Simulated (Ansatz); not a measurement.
C4H6O3 can be A, `CC(=O)OC(C)=O`, or B, `O=COCC1CO1`.

Isolated molecules relaxed with PBE0-D4/def2-TZVP in Ansatz; ΔE leaves out vibrations. CCSD(T)/CBS adds triple-zeta CCSD(T) − MP2 to the extrapolated MP2 energy (def2 sets, frozen cores). Functionals use def2-TZVPP. B3LYP here is the variant with VWN-RPA as its local correlation; programs differ in this. One conformer a species, not always the lowest.

Task: Which isomer does CCSD(T)/CBS put lower? Give the gap. (An estimate is asked.)

Result: The calculation gave: A, by 42.2 kcal/mol.

Task: Give E(B) − E(A) in kcal/mol with PBE-D4, B3LYP, CCSD(T)/def2-TZVPP, CCSD/def2-TZVPP, B2PLYP, HF/def2-TZVPP, B3LYP-D4. (Best estimate.)

Result: Computed: PBE-D4 42.2, B3LYP 45.3, CCSD(T)/def2-TZVPP 42.5, CCSD/def2-TZVPP 42.6, B2PLYP 44.7, HF/def2-TZVPP 47.9, B3LYP-D4 45.0. None reverses the order clearly.

Largest T1 diagnostic: 0.015.

In def2-TZVPP, CCSD(T) changes the Hartree–Fock value by −5.4 kcal/mol (the triples alone add −0.0 kcal/mol) and MP2 by −5.5 kcal/mol.
